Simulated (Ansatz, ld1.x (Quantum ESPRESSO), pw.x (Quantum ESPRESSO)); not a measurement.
Sn (bcc): variants of one PAW potential in the solid

- Element: tin (Sn)
- Generator: ld1.x (Quantum ESPRESSO) 7.5
- Type: PAW
- Functional: PBEsol
- Relativity: scalar-relativistic
- Frozen core: [Kr] 4d10
- Valence charge: 4
- Reference configuration: 5s2 5p2
- Partial waves: 5s (bound): rcut 1.75, rcutus 2.30 bohr; 5s channel at 0.15 Ry: rcut 1.75, rcutus 2.30 bohr; 5p (bound): rcut 2.05, rcutus 2.30 bohr; 5p channel at 1.7 Ry: rcut 2.05, rcutus 2.30 bohr; 5d channel at 0.25 Ry: rcut 2.05, rcutus 2.75 bohr
- Local potential: all-electron potential smoothed inside 2.20 bohr (lloc = -2)
- Core correction: Bessel-smoothed model core inside 2.20 bohr
- Augmentation charge: PSQ, inside the norm-conserving radii

Crystal test: bcc Sn in pw.x 7.5, no spin, 12³ k-points, Fermi–Dirac smearing 0.01 Ry, cutoffs set for each file from its atomic test. The reference is all-electron LAPW (Ansatz 0.2.0) with the same functional, mesh and smearing; V0 and B0 come from Birch–Murnaghan fits to the pressures at five volumes. Errors are pseudo minus all-electron; Δ is the rms difference of the E(V) curves that follow from these fits, minima aligned, over ±6 % about the mean V0. Mesh and smearing are coarse, so the numbers serve the comparison and aren't converged zero-temperature values; the lattice is a test structure that the element need not adopt.

All-electron: a0 = 3.738 Å (V0 = 26.10 Å³/atom), B0 = 55.2 GPa.

Base: The logarithmic derivative shows an extra or strongly shifted pseudo pole above the reference energy (d near 2.23 Ry).

1 further variants are left out: they gave no file fit for a test, a broken result, the same result as the base, or pressures whose basis-set error rivals the error shown.

| change | cutoffs (Ry) | pw.x | a0 (Å) | a0 error (%) | B0 error (%) | Δ (meV/atom) | mean pressure error (GPa) |
| --- | --- | --- | --- | --- | --- | --- | --- |
| base | 40/320 | converged | 3.725 | -0.33 | +3.5 | 3.1 | -0.54 |
| waves 5p (bound): rcut 2.05, rcutus 3.42 bohr; 5p channel at 1.7 Ry: rcut 2.05, rcutus 3.42 bohr | 40/320 | failed (cdiaghg: S matrix not positive definite) | – | – | – | – | – |
| type ultrasoft; waves now 5s (bound): rcut 1.75, rcutus 2.30 bohr; 5s channel at 0.15 Ry: rcut 1.75, rcutus 2.30 bohr; 5p (bound): rcut 2.05, rcutus 2.30 bohr; 5p channel at 1.7 Ry: rcut 2.05, rcutus 2.30 bohr; 5d channel at 0.25 Ry: rc 2.75 bohr; local potential the d channel | 40/320 | converged | 3.765 | +0.72 | +1.6 | 7.1 | +1.28 |
| core correction Bessel-smoothed model core inside 2.84 bohr | 40/320 | converged | 3.727 | -0.27 | +3.5 | 2.6 | -0.45 |

Task: Give the row for: wave 5p channel at 1.7 Ry: rcut 2.05, rcutus 2.30 bohr becomes 5p channel at 0.24 Ry: rcut 2.05, rcutus 2.30 bohr.

Result: pw.x: converged; mean pressure error (GPa): -0.53; a0 (Å): 3.726; a0 error (%): -0.32; B0 error (%): +3.5; Δ (meV/atom): 3.0.
